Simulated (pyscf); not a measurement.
Optimised with ωB97X-D3(BJ)/def2-SVP in PySCF. MP2 and CC: frozen core, UHF for open shells. ΔMP2 is the change of the MP2 total energy from the triple- to the quadruple-zeta basis.

Task: What is the homolytic dissociation enthalpy (298 K, CCSD(T)/def2-TZVPP + ΔMP2(QZVPP)) of the Ga–N bond of H₂N–GaH–OH, to NH₂• + [HO–GaH]•?

Result: Ga–N to NH₂• + [HO–GaH]•: 391.4 kJ/mol. The radicals are drawn with the spin at the cut bond; how far it spreads was not checked. Other isomers of [HO–GaH]• were not searched in full and may lie lower. The CCSD(T) − MP2 part came from Ansatz, without density fitting, on the same reference. The frozen core leaves the outer d or s,p core shells of the metals and heavy elements correlated in the MP2 and CC values, and def2-TZVPP describes them poorly, which can shift differences by a few kcal/mol. Elements up to Kr have no core potential and no relativistic terms here.
